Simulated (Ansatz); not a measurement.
The linear singlet lies higher and needs more than one determinant, so no gap is given.

All values below come from B3LYP-D3(BJ)/def2-TZVP (Ansatz, a first-principles code). No frequencies were computed at this level.

Ansatz 0.2 input:
```yaml
crystal:
  periodic: [false, false, false]
  atoms:
    - { symbol: S, position_ang: [0.950065, -0.000005, -0.000003] }
    - { symbol: S, position_ang: [-0.950065, 0.000005, 0.000003] }
basis:
  gaussian: { orbitals: def2-tzvp }
hamiltonian:
  xc: b3lyp
  dispersion: d3bj
relax:
  max_steps: 150
magnetization:
  spin_polarized: true
  initial_magnetization: 2
```

Output:

```
Functional definition: B3LYP
542 factors; their error is unknown
mean field evaluation 1: about -21671.6484 eV, gradient 6.4e0 eV
mean field evaluation 2: about -21671.7484 eV, gradient 5.8e0 eV
mean field evaluation 4: about -21671.8991 eV, gradient 2.9e-1 eV
mean field evaluation 8: about -21671.9375 eV, gradient 8.6e-4 eV
mean field -21671.93752635 eV, -796.4290143267 hartree, gradient 1.3e-5 eV, S^2 2.008789; 0 other end points of the search recorded, 0 dependent functions left out
reference -21671.93769118 eV, -796.4290203839 hartree; 17, 15 occupied and 57, 59 virtual orbitals, 542 factors
relax step   1: F+E_penalty+E_count = -21672.01005557 eV  Δ(F+E_penalty+E_count) = +0.000e0 eV  max|allowed force component| = 1.076e-1 eV/Å  Δτ_max = 0.0000 Å  (27 SCF iters, accepted)
these checks for a lower state are left out or cut short: starts, cluster_reference, orbital_swaps, neighbouring_geometries, increment
542 factors; their error is unknown
mean field evaluation 16: about -21671.8998 eV, gradient 1.0e-4 eV
mean field -21671.93772326 eV, -796.4290215628 hartree, gradient 8.8e-5 eV, S^2 2.008793; 0 other end points of the search recorded, 0 dependent functions left out
reference -21671.93788815 eV, -796.4290276223 hartree; 17, 15 occupied and 57, 59 virtual orbitals, 542 factors
relax step   2: F+E_penalty+E_count = -21672.01024552 eV  Δ(F+E_penalty+E_count) = -1.900e-4 eV  max|allowed force component| = 8.575e-4 eV/Å  Δτ_max = 0.0018 Å  (28 SCF iters, accepted)
542 factors; their error is unknown
mean field evaluation 32: about -21671.9377 eV, gradient 6.4e-4 eV
mean field -21671.93772326 eV, -796.4290215628 hartree, gradient 8.8e-5 eV, S^2 2.008793; 1 other end points of the search recorded, 0 dependent functions left out
reference -21671.93788815 eV, -796.4290276223 hartree; 17, 15 occupied and 57, 59 virtual orbitals, 542 factors
Total energy: -21672.01041041 eV, -796.4316927662 hartree
Atom 0 at     0.951850    -0.000005    -0.000003 Å, force    -0.000858     0.000000     0.000000 eV/Å
Atom 1 at    -0.951850     0.000005     0.000003 Å, force     0.000858    -0.000000    -0.000000 eV/Å
Dipole moment:    -0.000000     0.000000     0.000000 e Å
```

Cost: roughly 2.5 core-seconds.
